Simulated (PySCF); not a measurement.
Species: propynal, C₃H₂O.
Bonds: C1–C2 (triple), C2–C3, C3–O4 (double). Hydrogens: H5 on C1; H6 on C3.

Method: PBE0/6-31+G* geometry optimisation, gas phase in PySCF.

List the bond lengths and angles at this level.

```csv
bond,length (Å),order
C1≡C2,1.211,triple
C2–C3,1.445,single
C3=O4,1.212,double
C1–H5,1.069,single
C3–H6,1.106,single
```

Orders are formal, as drawn. A selection of angles:
```csv
angle,degrees
C2–C1–H5,178.7
C1–C2–C3,177.5
C2–C3–O4,123.9
C2–C3–H6,114.9
O4–C3–H6,121.3
```

The 4 heavy atoms lie in one plane (0.000 Å rms). The C–C distances run from 1.211 Å (C1≡C2, drawn triple) to 1.445 Å (C2–C3, drawn single), a spread of 0.234 Å.

Point group: Cs (tolerance 0.08 Å). Stationary, but not proved a minimum.

---

Compound: P4.
Atom-mapped SMILES: `[p:1]12[p:2]3[p:3]1[p:4]23`

Level of theory: PBE0-D3(BJ)/def2-SVP geometry optimisation, gas phase (PySCF).

Question: What internal coordinates does the optimisation give?

Answer: 
```tsv
bond	length (Å)
P1–P2 and 5 like bonds	2.200
```

Bonds in one row agree within 0.01 Å and their mean is given. A selection of angles:
```tsv
angle	degrees
P2–P1–P3	60.0
```

All internal angles of the 3-membered ring P1–P3–P4 are 60.0°. All internal angles of the 3-membered ring P1–P2–P3 are 60.0°. All 6 P–P bonds measure 2.200 to 2.201 Å. All internal angles of the 3-membered ring P1–P2–P4 are 60.0°. P1 (ring phosphorus) is pyramidal (angles 60.0°, 60.0° and 60.0°, sum 180.0°, 1.80 Å off the plane of its three neighbours). All internal angles of the 3-membered ring P2–P3–P4 are 60.0°.

Point group: Td (tolerance 0.08 Å). Whether it is a minimum is left open (no frequencies).
